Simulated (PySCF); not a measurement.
**Peak assignment**

Geometry (Å), atoms numbered from 1 in this order:
```xyz
10

N    -2.4093    1.6287    0.3717
C    -1.7270    0.7446    0.1338
C    -0.8559   -0.3715   -0.1590
C     0.4976   -0.1441    0.4437
C     1.5966   -0.0568   -0.2802
F     2.7957    0.1424    0.2831
H    -1.3111   -1.2722    0.2665
H    -0.7864   -0.4867   -1.2438
H     0.5453   -0.0379    1.5178
H     1.6635   -0.1419   -1.3561
```

- GIAO PBE0/pcSseg-1 shieldings
- structure optimised with GFN2-xTB
- program: PySCF 2.14.0 with density-fitted response routines
- relativity neglected, isolated molecule, one computed conformer, fast rotation and ring inversion assumed for equivalent nuclei

δ = σ(ref) − σ, references computed at the same level: TMS for $^{13}$C (186.93 ppm), $^{1}$H (31.72 ppm).

Question: Assign these signals to the numbered atoms. $^{13}$C{$^{1}$H} NMR (computed): δ 162.6 (CH), 121.1 (C), 110.4 (CH), 16.2 (CH2).

Answer: 
| δ (ppm) | atoms | environment | reason |
| --- | --- | --- | --- |
| 162.6 | C5 | alkene CH | an sp2 carbon of a C=C bond |
| 121.1 | C2 | nitrile carbon | C≡N carbons fall here, among the sp2 signals but without a proton |
| 110.4 | C4 | alkene CH | as expected for a trigonal carbon in a double bond |
| 16.2 | C3 | allylic sp3 CH2 | aliphatic region, no heteroatom directly attached |

Question: Assign these signals to the numbered atoms. $^{1}$H NMR (300 MHz, computed): δ 6.94 (m, 1H), 5.67 (m, 1H), 2.88 (d, 2H).

Answer: 
6.94 → H10, hydrogen on an alkene CH: a vinylic proton, deshielded by the sp2 carbon and the C=C anisotropy
5.67 → H9, hydrogen on an alkene CH
2.88 → H7/H8, hydrogen on an allylic sp3 CH2: allylic position

Splittings by $^{19}$F in the carbon and heteronuclear signals aren't shown, as no couplings were computed. Shifts are as computed. Against solution values, carbons near 30 ppm lie about +3 ppm off and those near 130 ppm about +5 ppm. Of 1313 compounds with measured shifts, 239 miss one by over three times the rms of a fit or turn the order of signals round; such compounds aren't used in these exercises. Multiplicities follow the n + 1 count of equivalent neighbours, as no J values were calculated; m marks all less simple cases, F and P coupling included.
